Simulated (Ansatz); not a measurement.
# C2H7B: a ladder of functionals and wavefunction methods

The task here is to estimate one member of a computed series from the others.

The runs use Ansatz 0.2.0, Gaussian basis; functionals in def2-TZVPP, the program's frozen cores in correlated methods.

The runs, in order: LDA (SPW92), PBE-D4, revPBE-D4, BLYP-D4, r2SCAN-D4, B97M-V, PBE0-D4, B3LYP-D4, r2SCANh-D4, r2SCAN0-D4, HSE06-D4, BHLYP-D4, CAM-B3LYP-D4, LC-ωPBE, ωB97X-V, ωB97M-V, B2PLYP, PBE-QIDH; CCSD(T)/def2-SVP; CCSD(T)/def2-TZVPP; CCSD(T)/def2-QZVPP; extrapolation to the limit; RPA on PBE.

### The geometry

An earlier PBE0-D4 in a triple-zeta def2 set relaxation fixed the geometry.

10 atoms, charge 0, spin multiplicity 1.

Atoms are counted from 1 here; the program's logs count them from 0.

Bond lengths: B1–C2 1.551 Å, B1–H4 1.200 Å, B1–H5 1.199 Å, C2–C3 1.522 Å, C2–H6 1.102 Å, C2–H7 1.102 Å, C3–H8 1.093 Å, C3–H9 1.093 Å, C3–H10 1.093 Å. Angles: C2–B1–H4 122.2°, C2–B1–H5 119.5°, H4–B1–H5 118.3°, B1–C2–C3 118.3°, B1–C2–H6 106.6°, B1–C2–H7 106.4°, C3–C2–H6 111.1°, C3–C2–H7 111.1°, H6–C2–H7 102.1°, C2–C3–H8 112.2°, C2–C3–H9 111.1°, C2–C3–H10 111.1°, H8–C3–H9 107.6°, H8–C3–H10 107.6°, H9–C3–H10 107.0°.

The first run:

Contents of in.yaml:

```yaml
crystal:
  periodic: [false, false, false]
  atoms:
    - {symbol: B, position_ang: [-0.923210, 0.854798, -0.729486]}
    - {symbol: C, position_ang: [0.421651, 0.293702, -0.198976]}
    - {symbol: C, position_ang: [0.384679, -0.913562, 0.727584]}
    - {symbol: H, position_ang: [-1.979572, 0.366607, -0.436251]}
    - {symbol: H, position_ang: [-0.919642, 1.807106, -1.458273]}
    - {symbol: H, position_ang: [0.950743, 1.138143, 0.271351]}
    - {symbol: H, position_ang: [1.046765, 0.094146, -1.084459]}
    - {symbol: H, position_ang: [1.384300, -1.226748, 1.039260]}
    - {symbol: H, position_ang: [-0.190330, -0.697610, 1.631363]}
    - {symbol: H, position_ang: [-0.092286, -1.767782, 0.240887]}
basis:
  gaussian: {orbitals: def2-TZVPP}
hamiltonian: {xc: lda}
output: {orbitals: {seedname: orbitals}}
```

Started as:

```bash
ansatz run in.yaml --threads 2 --pin off --events-out ev --progress --plain --max-ram 32768MiB --backend cpu
```

Steps of the session up to this table: LDA; PBE-D4 (GGA); revPBE-D4 (GGA); BLYP-D4 (GGA); r2SCAN-D4 (meta-GGA); B97M-V (meta-GGA); PBE0-D4 (hybrid); B3LYP-D4 (hybrid); r2SCANh-D4 (hybrid); r2SCAN0-D4 (hybrid); HSE06-D4 (hybrid); BHLYP-D4 (hybrid); CAM-B3LYP-D4 (range-separated); LC-ωPBE (range-separated); ωB97X-V (range-separated); ωB97M-V (range-separated); B2PLYP (double hybrid); PBE-QIDH (double hybrid).

One of the session's tables, all rows but one given; the rest of the session is left out.

It belongs to the step «Frontier levels by functional». 

```
  functional  HOMO (eV)  gap (eV)
 LDA (SPW92)      -7.47      4.90
      PBE-D4      -7.42      5.12
   revPBE-D4      -7.38      5.20
     BLYP-D4      -7.35      5.18
   r2SCAN-D4      -7.70      5.85
      B97M-V          ?         ?
     PBE0-D4      -8.79      7.54
    B3LYP-D4      -8.61      7.10
  r2SCANh-D4      -8.21      6.70
  r2SCAN0-D4      -8.98      7.98
    HSE06-D4      -8.39      6.75
    BHLYP-D4     -10.14      9.90
CAM-B3LYP-D4     -10.25     10.07
     LC-ωPBE     -11.62     12.69
     ωB97X-V     -11.27     12.20
     ωB97M-V     -11.13     11.78
```

**Question.** Estimate the row for B97M-V.

The run gave: HOMO (eV): -7.84; gap (eV): 5.84. In the column «HOMO (eV)» it lies between r2SCANh-D4 (-8.21) and r2SCAN-D4 (-7.70).
